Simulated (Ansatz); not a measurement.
Input file:

```yaml
crystal:
  periodic: [false, false, false]
  atoms:
    - {symbol: Si, position_ang: [0.000000, -0.141524, 0.000000]}
    - {symbol: H, position_ang: [0.000000, 1.971737, -2.158224]}
    - {symbol: H, position_ang: [0.000000, 1.971737, 2.158224]}
basis:
  gaussian: {orbitals: "6-31++G**"}
magnetization: {spin_polarized: false}
correlation: {method: mrci, electrons: valence, diis_vectors: 4}
scf: {lower_state_search: light}
```

```sh
$ ansatz run in.yaml --threads 1 --pin off --events-out ev --progress --plain --max-ram 2393MiB
```

(1) One thing in this input was set wrong on purpose, beside settings that are merely unusual. What is the gravest fault, and what does the program do?

## Answers

(1) A method name that the input doesn't accept. How the run ends: refused.
```
Error: YAML parse error: error: line 10 column 23: unknown variant `mrci`, expected one of mp2, rpa, ccsd, ccsd_t, bccd, bccd_t, ccsdt, ccsdt_q, ccsdt_q_b, ccsdtq, fci, sc_nevpt2, fic_nevpt4_sd, fic_mrcisd_q, fic_mrcisd_q_relaxed
  --> <input>:10:23
   |
 8 |   gaussian: {orbitals: "6-31++G**"}
 9 | magnetization: {spin_polarized: false}
10 | correlation: {method: mrci, electrons: valence, diis_vectors: 4}
   |                       ^ unknown variant `mrci`, expected one of mp2, rpa, ccsd, ccsd_t, bccd, bccd_t, ccsdt, ccsdt_q, ccsdt_q_b, ccsdtq, fci, sc_nevpt2, fic_nevpt4_sd, fic_mrcisd_q, fic_mrcisd_q_relaxed
11 | scf: {lower_state_search: light}
   |
```
